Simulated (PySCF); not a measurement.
Si(H)3(Me) (CH₆Si), SMILES C[SiH3]. Atoms are numbered in the order given.

```xyz
8

Si     0.0000     0.0000    -0.6340
C      0.0000     0.0000     1.2421
H      1.2024    -0.6942    -1.1564
H      0.0000     1.3884    -1.1564
H     -1.2024    -0.6942    -1.1564
H      0.0000    -1.0198     1.6311
H     -0.8832     0.5099     1.6311
H      0.8832     0.5099     1.6311
```

Coordinates come from a B3LYP-D3(BJ)/def2-TZVP optimisation. The isomer is the one that the SMILES or the coordinates give; other isomers of the formula were not compared.

These are PBE0/pcJ-1 (PySCF) values and carry that method's errors.

Isotropic couplings with Fermi-contact, spin-dipole and both spin-orbit terms, one fixed conformer, no vibrational averaging. Isotopes: 13C, 1H, 29Si.

Computed spin–spin coupling constants:
| pair | bonds apart | J (Hz) |
|---|---|---|
| Si1–C2 | 1 | -48.4 |
| Si1–H3 | 1 | -191.7 |
| Si1–H4 | 1 | -191.7 |
| Si1–H5 | 1 | -191.7 |
| C2–H6 | 1 | 123.2 |
| C2–H7 | 1 | 123.2 |
| C2–H8 | 1 | 123.2 |
| Si1–H6 | 2 | 7.5 |
| Si1–H7 | 2 | 7.5 |
| Si1–H8 | 2 | 7.5 |
| C2–H3 | 2 | 3.7 |
| C2–H4 | 2 | 3.7 |
| C2–H5 | 2 | 3.7 |
| H3–H4 | 2 | 0.9 |
| H3–H5 | 2 | 0.9 |
| H4–H5 | 2 | 0.9 |
| H6–H7 | 2 | -15.3 |
| H6–H8 | 2 | -15.3 |
| H7–H8 | 2 | -15.3 |
| H3–H6 | 3 | 0.9 |
| H3–H7 | 3 | 11.8 |
| H3–H8 | 3 | 0.9 |
| H4–H6 | 3 | 11.8 |
| H4–H7 | 3 | 0.9 |
| H4–H8 | 3 | 0.9 |
| H5–H6 | 3 | 0.9 |
| H5–H7 | 3 | 0.9 |
| H5–H8 | 3 | 11.8 |
